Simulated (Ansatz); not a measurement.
Trigonal Te was calculated with r²SCAN in Ansatz (plane waves, PAW).

Settings: plane-wave cutoff 600 eV, 12×12×6 k mesh (along the axes of the cell as run), scalar-relativistic PAW data made under PBE.

Cell (relaxed at this level):

```
Te
1.0
    4.62115     0.00000     0.00000
   -2.31058     4.00203     0.00000
    0.00000     0.00000     5.90553
Te
3
Direct
  0.00000   0.25348   0.66667
  0.74652   0.74652   0.00000
  0.25348   0.00000   0.33333
```

### Question
Predict the elastic constant C11, Voigt–Reuss–Hill bulk modulus, elastic constant C33, elastic constant C44, elastic constant C12, elastic constant C13 and elastic constant C66.

### Answer

- elastic constant C11 = 20.0 GPa
- Voigt–Reuss–Hill bulk modulus = 15.9 GPa
- elastic constant C33 = 59.6 GPa
- elastic constant C44 = 23.2 GPa
- elastic constant C12 = 5.35 GPa
- elastic constant C13 = 16.5 GPa
- elastic constant C66 = 7.31 GPa

Measured, for comparison: elastic constant C11 33 GPa, elastic constant C33 72 GPa, elastic constant C44 31 GPa, elastic constant C12 8 GPa, elastic constant C13 26 GPa (temperature not stated, no zero-point or thermal correction; as tabulated in Yi et al. (2018), arXiv:1712.00894). Computed (rounded) less measured: elastic constant C11 -39 % (against room or unstated temperature, where such soft solids are markedly softer), elastic constant C33 -17 % (against room or unstated temperature, where such soft solids are markedly softer), elastic constant C44 -25 % (against room or unstated temperature, where such soft solids are markedly softer), elastic constant C12 -33 % (against room or unstated temperature, where such soft solids are markedly softer), elastic constant C13 -37 % (against room or unstated temperature, where such soft solids are markedly softer).

Note: the cell comes from a level without a dispersion term, which matters for the spacing of layers, chains or molecules.

Elastic constants are with the ions relaxed.

Spin–orbit coupling is not included.

The result took roughly 90 core-minutes.

Ansatz is a first-principles code.
